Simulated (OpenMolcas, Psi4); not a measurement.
Exact exchange and the dipole moment of SO2 (sulfur dioxide)

SO2: 3 atoms, total charge 0, spin state singlet. SMILES: `O=S=O`. Geometry: relaxed at PBE0-D4/def2-TZVP.

The dipole moment y, in D, basis def2-TZVPP; a is the functional's share of exact exchange. Programs: OpenMolcas 26.06, Psi4 1.11.

| functional | program | a | y (D) |
| --- | --- | --- | --- |
| PBE | OpenMolcas | 0 | 1.54 |
| BLYP | OpenMolcas | 0 | 1.61 |
| B3LYP | Psi4 | 0.2 | 1.73 |
| PBE0 | Psi4 | 0.25 | ? |
| BHLYP | Psi4 | 0.5 | 1.90 |

Question: Fit y = c + s·a to the known rows and predict PBE0.

Answer: 
1. Means of the 4 rows: a = 0.1750, y = 1.695.
2. Σ(Δa)² = 0.1675, Σ(Δa·Δy) = 0.1095, so the slope is 0.1095/0.1675 = 0.65373.
3. Intercept: 1.695 − (0.65373) × 0.1750 = 1.581. The largest residual of the fit is 0.041.
4. PBE0: 1.581 + (0.65373) × 0.25 = 1.74 D.

The run gave 1.69 D, so the prediction is off by +0.05 D, about the scatter of the fit. More exact exchange makes the molecule more polar here. The rows mix families of semi-local functionals, which the line can't see. The measured value is 1.63 D (NIST CCCBDB).
